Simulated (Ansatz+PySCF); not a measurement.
A calculation with PySCF 2.14.0.

```python
from pyscf import gto, scf

mol = gto.M(atom="""
C 0.000000 0.000000 -0.966930
O 0.000000 0.000000 0.725200
""", basis='6-31g', charge=0, spin=0)
mf = scf.RHF(mol)
mf.init_guess = 'huckel'
mf.kernel()
while True:  # follow internal instabilities
    mo, _, stable, _ = mf.stability(return_status=True)
    if stable: break
    mf.kernel(mf.make_rdm1(mo, mf.mo_occ))
print(mf.converged, mf.e_tot, mf.spin_square()[0])
```

The script is written out from the run's settings.

Results

* Converged: yes
* Total energy: -112.41090 hartree
* Spin squared of the determinant: 0.000

Caution: another spin multiplicity may lie lower; an unrestricted determinant lies well below.
